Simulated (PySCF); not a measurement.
**Energy profile**

The step: SiHF ([F][SiH]) + HCl → SiHCl ([SiH][Cl]) + HF; bonds formed: Si1–Cl5, F2–H3; bonds broken: Si1–F2, H3–Cl5 (atoms numbered as in the saddle structure below).

```xyz
5
angstrom
Si -0.5134 -0.9468 0.3597
F 0.9535 -0.5123 -0.6551
H 0.8886 0.5398 -0.0559
H -1.4536 -0.3382 -0.6719
Cl 0.1248 1.2574 1.0233
```

Electronic energies by CCSD(T) at an estimated basis limit (MP2 extrapolated from triple and quadruple zeta, plus CCSD(T) − MP2 in triple zeta), on PBE0-D4/def2-TZVP structures; SiH₂ClF, closed shell; no counterpoise correction. PySCF 2.14 with density fitting (its default auxiliary sets; JK sets also for MP2 and CCSD(T)); basis: def2-TZVPP and def2-QZVPP; cores frozen in the correlated methods. Extrapolation: Hartree–Fock as exp(−7.88 √X), correlation as X^−2.97.

Task: Give the profile in kcal/mol, counted from the separated reactants. (Judge from chemistry; the value comes from the calculation.)

Result: The calculation gives:
| point | kcal/mol |
| --- | --- |
| separated: SiHF (linked as [F][SiH]; Si1, F2, H4; singlet) + HCl (H3, Cl5; singlet) | 0.00 |
| start structure | -3.76 |
| saddle | 9.66 |
| end structure | 0.72 |
| separated: SiHCl (linked as [SiH][Cl]; Si1, H4, Cl5; singlet) + HF (F2, H3; singlet) | 5.83 |

T1 diagnostic: at most 0.016. The restricted Hartree–Fock reference is unstable towards an unrestricted one at one or more of these structures.

For scale, one of the runs: CCSD(T)/def2-TZVPP, 143 basis functions, launched by `OMP_NUM_THREADS=4 python run.py`. Hardware: 4 CPU threads of an AMD EPYC 7B13, shared host. Wall time 46 s; peak host memory 0.88 GiB.
